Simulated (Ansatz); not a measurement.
## Ansatz (development build ahead of 0.2.0) run

```yaml
crystal:
  periodic: [false, false, false]
  atoms:
    - { symbol: C, position_ang: [0.06701, 0.01695, -0.02762] }
    - { symbol: C, position_ang: [1.40623, -0.04489, 0.06997] }
    - { symbol: C, position_ang: [-0.77688, 1.24367, -0.05417] }
    - { symbol: C, position_ang: [-0.65145, -1.19225, 0.08477] }
    - { symbol: H, position_ang: [2.01972, -0.87973, -0.00289] }
    - { symbol: H, position_ang: [2.04145, 0.8759, -0.03254] }
    - { symbol: H, position_ang: [-1.6995, 1.29454, 0.01158] }
    - { symbol: H, position_ang: [-0.17605, 2.20001, 0.1093] }
    - { symbol: H, position_ang: [-1.86131, -1.22597, 0.04008] }
    - { symbol: H, position_ang: [-0.19162, -2.22372, -0.02776] }
basis:
  gaussian: { orbitals: STO-3G }
magnetization:
  spin_polarized: true
  initial_magnetization: 2
hamiltonian:
  xc: hf
correlation:
  method: mp2
  frozen_orbitals: { C: 1, H: 0 }
```

The input is written out in the form of the current development build from the run's settings.

Results

```json
{
 "Converged": "yes",
 "Reference energy": "-152.95575 hartree",
 "Correlation energy": "-0.16282 hartree",
 "Total energy": "-153.11857 hartree",
 "Spin squared of the determinant": "2.294"
}
```

Caution: the unrestricted determinant is spin contaminated.
